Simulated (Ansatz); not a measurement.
**Insertion of a divalent centre (a silylene, a carbene or their kin)**

Start structure (Si2NH7, closed shell), relaxed at PBE0-D4/def2-TZVP:

```tsv
atom	x (Å)	y (Å)	z (Å)
Si1	-1.2789	-0.7199	0.0356
Si2	0.9785	-0.9857	0.7358
H3	-1.5766	1.5020	-1.1981
N4	-0.7531	0.9324	-1.0325
H5	-1.5353	0.1943	1.2306
H6	1.0829	-1.6149	2.0845
H7	1.8238	-1.8093	-0.1828
H8	1.6941	0.3388	0.8186
H9	-0.0567	1.4986	-0.5551
H10	-0.3785	0.6637	-1.9365
```

The step: Si₂H₄ ([SiH][SiH3]) + NH₃ → Si₂NH₇ ([NH2][SiH2][SiH3]); bonds formed: Si1–H3; dative contacts that become bonds: Si1–N4; bonds broken: H3–N4. Program: Ansatz 0.2.0. Basis: def2-TZVPP and def2-QZVPP. Cores are frozen in the correlated methods. Extrapolation: Hartree–Fock as exp(−7.88 √X), correlation as X^−2.97. Energies below are by CCSD(T) at an estimated basis limit (MP2 extrapolated from triple and quadruple zeta, plus CCSD(T) − MP2 in triple zeta).

(1) What are the electronic barrier and the energy of the step, from the start structure to the end structure? (To be estimated.)

No T1 diagnostic of these runs exceeds 0.015. The restricted Hartree–Fock reference is unstable towards an unrestricted one at one or more of these structures.

Answers

(1) By the calculation: Barrier 38.76 kcal/mol; step energy -32.88 kcal/mol (downhill); reverse barrier, their difference, 71.64 kcal/mol. Barrier and step energy count from the start structure, the reverse barrier from the end structure.

The saddle point: One imaginary mode of 1586i cm⁻¹.
```tsv
pair	start (Å)	saddle (Å)	end (Å)
Si1–H3	2.56	1.62	1.49
Si1–N4	2.04	1.89	1.73
H3–N4	1.01	1.37	2.60
```

Zero-point energy (harmonic, PBE0-D4): ZPE is 44.91 kcal/mol at the start and 40.55 kcal/mol at the saddle, so the barrier goes from 38.76 to 34.41 kcal/mol.

First-order rate constant out of the start structure at 498 K by transition-state theory, with harmonic vibrational free energies alone and no tunnelling: ΔA‡ = 34.55 kcal/mol, so k = (kB T/h) exp(−ΔA‡/kB T) ≈ 10^-2 s⁻¹ (an order of magnitude at best: rotation, the number of equivalent paths and anharmonicity are left out).

Losses and insertions of silylenes and their heavier kin drive the gas-phase chemistry of silicon and germanium vapour deposition.

Labels in which every atom is bracketed show which atoms are joined, not bond orders.

For scale, one of the runs: CCSD(T)/def2-TZVPP, 213 basis functions, launched by `ansatz run in.yaml --threads 2 --pin off --events-out ev --progress --plain --max-ram 4352MiB`. Hardware: 2 CPU threads of an Arm Neoverse V1, shared host. Wall time 64 s; peak host memory 2.8 GiB.
